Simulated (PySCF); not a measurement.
Breaking a bond: F2, singlet. Each curve is given relative to its own lowest point near equilibrium.

```csv
R / Å,A,B,C
1.03,486.9,532.5,593.0
1.10,246.2,282.8,331.4
1.17,106.1,133.1,169.5
1.25,25.4,41.5,64.2
1.29,6.9,17.7,33.8
1.32,0.0,7.0,18.3
1.38,0.4,0.0,2.1
1.42,8.8,3.6,0.0
1.45,18.4,9.7,1.9
1.51,44.0,28.5,12.8
1.58,81.6,58.3,33.8
1.70,156.6,120.2,76.8
1.86,262.8,208.5,117.1
2.07,394.0,316.5,142.5
2.27,501.3,402.8,153.3
2.49,597.5,477.3,158.4
2.73,678.7,537.5,160.7
3.03,752.0,589.1,162.6
3.38,808.0,626.5,163.9
3.67,837.9,645.3,164.3
4.09,865.8,661.4,164.6
4.77,893.4,675.7,164.7
5.47,913.0,685.5,164.7
```

Energies in kJ/mol.

Assign the columns to these levels of theory: RHF/cc-pVDZ run with PySCF; restricted BHandHLYP/cc-pVDZ in PySCF; PySCF with unrestricted TPSSh/cc-pVDZ.

A is RHF; B is RKS-BHandHLYP; C is UKS-TPSSh.

The restricted form behind RKS-BHandHLYP, RHF keeps the bonding electrons paired and can't separate into open-shell fragments. The unrestricted determinant behind UKS-TPSSh is spin-contaminated at 1.70 to 5.47 Å (<S²> up to 1.0, against 0.00 for a pure singlet).
